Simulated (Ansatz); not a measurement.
**CsCl-type TlCl**

The numbers are results of LDA (Ansatz, a first-principles code, PAW), not measurements.

Numerical settings: plane-wave cutoff 520 eV, 10×10×10 k mesh, Fermi–Dirac smearing 0.01 eV, scalar-relativistic PAW data made under PBE.

Cell: measured lattice: a = 3.8416 Å, b = 3.8416 Å, c = 3.8416 Å, α = 90.00°, β = 90.00°, γ = 90.00°.

| Item | Result |
|---|---|
| band gap | 1.88 eV |
| Γ–Γ gap | 9.09 eV |

Note: cell and atoms aren't relaxed at this level (pressure -3.3 GPa).

Spin–orbit coupling is not included; with these elements it can move the gap by several tenths of an eV or more.

Computing time: very roughly 6 core-seconds.
